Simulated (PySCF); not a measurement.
Structure with atom numbers: `[cH:1]1[cH:2][cH:3][o:4][cH:5]1` (H(Xn): hydrogen on atom n).

GIAO shifts from PySCF on PBE0-D3(BJ)/def2-TZVP geometries (one conformer, non-relativistic, equivalent nuclei averaged), against TMS at the same level and in the same medium; PCM means IEF-PCM chloroform.

Measured (solution, CDCl3, 298 K; Fulmer et al., Organometallics 2010, 29, 2176): C3/C5 142.7, C1/C2 109.6, H(C3)/H(C5) 7.45, H(C1)/H(C2) 6.40 ppm.

Which unscaled values do B97-2/pcSseg-2, gas; WP04/pcSseg-2, PCM; wB97X-D/pcSseg-2, PCM give, and how close are they?

Results:


```tsv
atoms	measured	B97-2/pcSseg-2, gas	WP04/pcSseg-2, PCM	wB97X-D/pcSseg-2, PCM
C3/C5	142.7	148.7	153.7	155.0
C1/C2	109.6	115.9	120.8	120.9
H(C3)/H(C5)	7.45	7.62	7.59	7.81
H(C1)/H(C2)	6.40	6.64	6.64	6.89
```

Mean absolute error for ¹³C: B97-2/pcSseg-2, gas 6.2, WP04/pcSseg-2, PCM 11.1, wB97X-D/pcSseg-2, PCM 11.8 ppm.

Mean absolute error for ¹H: B97-2/pcSseg-2, gas 0.20, WP04/pcSseg-2, PCM 0.19, wB97X-D/pcSseg-2, PCM 0.42 ppm.
